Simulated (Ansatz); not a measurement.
A nudged elastic band was laid between two geometries of CH₅B (7 atoms, charge 0, multiplicity 1).

The calculation used RKS B3LYP/def2-mTZVP (Ansatz 0.2.0).

```json
{
 "movable images": "5",
 "climbing image": "yes",
 "spring": "5.0 eV/Å²",
 "optimiser": "quadratic models (default)",
 "start path": "through a guess of the saddle point",
 "force threshold": "0.03 eV/Å",
 "iteration limit": "60",
 "end points": "relaxed"
}
```

Image 0:

```xyz
7
Properties=species:S:1:pos:R:3
B 0.250 0.000 0.350
H -0.029 -0.218 1.490
C 1.743 0.042 -0.085
H 2.139 -0.983 -0.008
H 1.933 0.389 -1.101
H 2.360 0.620 0.613
H -0.644 0.149 -0.425
```

Image 6:

```xyz
7
Properties=species:S:1:pos:R:3
B -1.516 0.029 0.342
H 1.302 0.298 0.960
C 2.102 0.075 0.252
H 2.033 -0.964 -0.068
H 2.019 0.730 -0.615
H 3.062 0.239 0.739
H -1.252 -0.407 -0.774
```

Q: Which bonds break or form, and what moves?

A: Bonds broken: B1–H2, B1–C3. Bonds formed: H2–C3. CH5B becomes BH + CH4.

Q: What energy profile does the band end with?

A: The run converged. The highest image is number 3 of 0 to 6, 98.1 kcal/mol above the first end and 12.0 kcal/mol above the last; the last end lies 86.2 kcal/mol above the first. Neighbouring images differ by up to 2.7 eV, so the band resolves the path poorly. A vibrational analysis at the climbing image gives one clearly imaginary mode, 1079i cm⁻¹: a first-order saddle point. The orbitals stay closed-shell, which can raise the energy where a bond breaks towards radicals; this wasn't checked here.

```
image  path coordinate (Å)  energy (kcal/mol)  B1–H2 (Å)  B1–C3 (Å)  H2–C3 (Å)
    0                 0.00                0.0       1.19       1.56       2.38
    1                 0.70                0.0       1.19       1.55       2.41
    2                 1.39               35.9       1.13       1.63       1.86
    3                 2.09               98.1       1.28       2.12       1.36
    4                 2.69               88.6       1.82       2.65       1.12
    5                 3.28               86.4       2.39       3.17       1.09
    6                 3.88               86.2       2.90       3.62       1.09
```

Q: What is the geometry of the highest image?

A: 
```xyz
7
Properties=species:S:1:pos:R:3
B -0.353 0.061 0.467
H 0.772 0.297 1.026
C 1.732 0.018 0.102
H 1.827 -1.026 -0.178
H 1.759 0.678 -0.761
H 2.493 0.298 0.829
H -0.477 -0.326 -0.651
```

The run took 84 s on 1 thread of Arm Neoverse V1 (shared host), peak memory 0.094 GiB.
